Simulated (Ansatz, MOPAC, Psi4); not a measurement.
Species: acetamide, C2H5NO (charge 0, singlet). SMILES: CC(N)=O
Geometry from a B3LYP-D3(BJ)/def2-TZVP (Ansatz, a program for electronic structure) optimisation:
```xyz
9

O      0.4073     1.2798     0.2946
C      0.0816     0.1387     0.0326
N      0.9986    -0.8468    -0.1812
C     -1.3711    -0.2792    -0.0780
H      0.7349    -1.7900    -0.3981
H     -1.8457     0.3222    -0.8532
H     -1.5079    -1.3352    -0.3102
H     -1.8688    -0.0520     0.8647
H      1.9753    -0.6128    -0.1189
```

Quantity: vertical ionisation energy to the doublet, in eV. Conventions: no spin-orbit coupling; non-relativistic; UHF or UKS for open shells; valence correlation only; 6-31G* and kin with 6d, 5d where marked; each state is the SCF solution reached for its charge and spin; 6-311+G** with 5d; no dispersion term unless named. First-principles rows: single points at B3LYP-D3(BJ) geometries (Ansatz). Semi-empirical rows: differences of heats of formation at the shared geometry for vertical values.

```json
[
 {"level": "AM1", "program": "MOPAC", "vertical ionisation energy to the doublet (eV)": "9.92"},
 {"level": "PM6", "program": "MOPAC", "vertical ionisation energy to the doublet (eV)": "10.05"},
 {"level": "HF/6-31G*", "program": "Ansatz", "vertical ionisation energy to the doublet (eV)": "8.27"},
 {"level": "PBE/6-311+G**", "program": "Ansatz", "vertical ionisation energy to the doublet (eV)": "9.75"},
 {"level": "B3LYP/6-31G*", "program": "Ansatz", "vertical ionisation energy to the doublet (eV)": "9.54"},
 {"level": "wB97X-D/6-31G*", "program": "Psi4", "vertical ionisation energy to the doublet (eV)": "9.61"},
 {"level": "MP2/6-311+G**", "program": "Ansatz", "vertical ionisation energy to the doublet (eV)": "10.08"},
 {"level": "B3LYP/def2-TZVPD", "program": "Ansatz", "vertical ionisation energy to the doublet (eV)": "9.81"}
]
```

No value to compare with is used here. The 7 habitual levels span 8.27 (HF/6-31G*) to 10.08 eV (MP2/6-311+G**); B3LYP/def2-TZVPD gives 9.81.

The levels are drawn from those run, B3LYP/6-31G* more often than the rest, none by its result; runs whose electronic state is in doubt are left out.
